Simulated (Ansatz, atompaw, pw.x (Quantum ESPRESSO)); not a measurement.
**What a changed setting does to a pw.x run (bcc Ca)**

Potential: PAW, atompaw 4.2.0.5, PBEsol; core [Ne], reference 3s2 3p6 3d0 4s1.75 4p0.25; waves: 3s (bound): rc 1.75 bohr; 4s (bound): rc 1.80 bohr; 3p (bound): rc 1.70 bohr; 4p (bound): rc 1.85 bohr; 3d (bound, empty): rc 1.95 bohr; 3d channel at 0.45 Ry: rc 1.95 bohr; local part: troulliermartins scheme with l = 3 at 0 Ry, radius 1.32 bohr; core correction: smooth core density matched at 1.30 bohr; augmentation: sinc compensation charge, radius 1.80 bohr; PAW radius 1.95 bohr; waves and projectors: custom polynom vanderbiltortho.

The reference run (k-mesh 11³, cutoffs 55/550 Ry, Fermi–Dirac 0.01 Ry, mixing_beta 0.4, conv_thr 1e-9, no spin) gives -0.01 GPa at 40.566 Å³/atom, where all-electron LAPW gives -0.01 GPa. This run, with its own iteration cap, changes input_dft to sla+noc, a wrong or extreme entry chosen on purpose.

```
&control
  calculation='scf', prefix='x', pseudo_dir='./', outdir='./tmp', tstress=.true., disk_io='none'
/
&system
  ibrav=0, nat=1, ntyp=1, ecutwfc=55, ecutrho=550, nbnd=12,
  occupations='smearing', smearing='fd', degauss=0.01, input_dft='sla+noc'
/
&electrons
  conv_thr=1e-09, mixing_beta=0.4, electron_maxstep=70
/
ATOMIC_SPECIES
Ca 1.0 Ca.UPF
CELL_PARAMETERS angstrom
  -2.16454888 2.16454888 2.16454888
  2.16454888 -2.16454888 2.16454888
  2.16454888 2.16454888 -2.16454888
ATOMIC_POSITIONS crystal
Ca 0.0000 0.0000 0.0000
K_POINTS automatic
11 11 11 0 0 0
```

```bash
pw.x < Ca.scf.in > Ca.scf.out
```

Problem. How does the run end?

Solution. It converges in 7 iterations; the free energy moves by +64.50 eV/atom and the pressure by +0.87 GPa. The functional is no longer that of the file, so the result is not meaningful.

```
Exchange-correlation= SLA+NOC
     Message from routine setup:
     using ibrav=0 with symmetry is DISCOURAGED, use correct ibrav instead
     lattice parameter (alat)  =       7.0848  a.u.
     unit-cell volume          =     273.7529 (a.u.)^3
     number of electrons       =        10.00
     number of Kohn-Sham states=           12
     kinetic-energy cutoff     =      55.0000  Ry
     charge density cutoff     =     550.0000  Ry
     scf convergence threshold =      1.0E-09
     Exchange-correlation= SLA+NOC
     number of k points=    56  Fermi-Dirac smearing, width (Ry)=  0.0100
     iteration #  1     ecut=    55.00 Ry     beta= 0.40
     total energy              =    -127.04737534 Ry
     estimated scf accuracy    <       0.00124396 Ry
     iteration #  2     ecut=    55.00 Ry     beta= 0.40
     total energy              =    -127.04731107 Ry
     estimated scf accuracy    <       0.00026306 Ry
     iteration #  3     ecut=    55.00 Ry     beta= 0.40
     total energy              =    -127.04733402 Ry
     estimated scf accuracy    <       0.00001291 Ry
     iteration #  4     ecut=    55.00 Ry     beta= 0.40
     total energy              =    -127.04733766 Ry
     estimated scf accuracy    <       0.00000201 Ry
     iteration #  5     ecut=    55.00 Ry     beta= 0.40
     total energy              =    -127.04733836 Ry
     estimated scf accuracy    <       0.00000017 Ry
     iteration #  6     ecut=    55.00 Ry     beta= 0.40
     total energy              =    -127.04733832 Ry
     estimated scf accuracy    <       0.00000004 Ry
     iteration #  7     ecut=    55.00 Ry     beta= 0.40
     the Fermi energy is     6.3205 ev
!    total energy              =    -127.04733833 Ry
     estimated scf accuracy    <          1.3E-10 Ry
     smearing contrib. (-TS)   =      -0.00606903 Ry
     convergence has been achieved in   7 iterations
          total   stress  (Ry/bohr**3)                   (kbar)     P=        8.56
     Message from routine punch:
     Nothing written, as per user request (disk_io='none')
```

The run took about 25 s on one core of a shared server CPU.
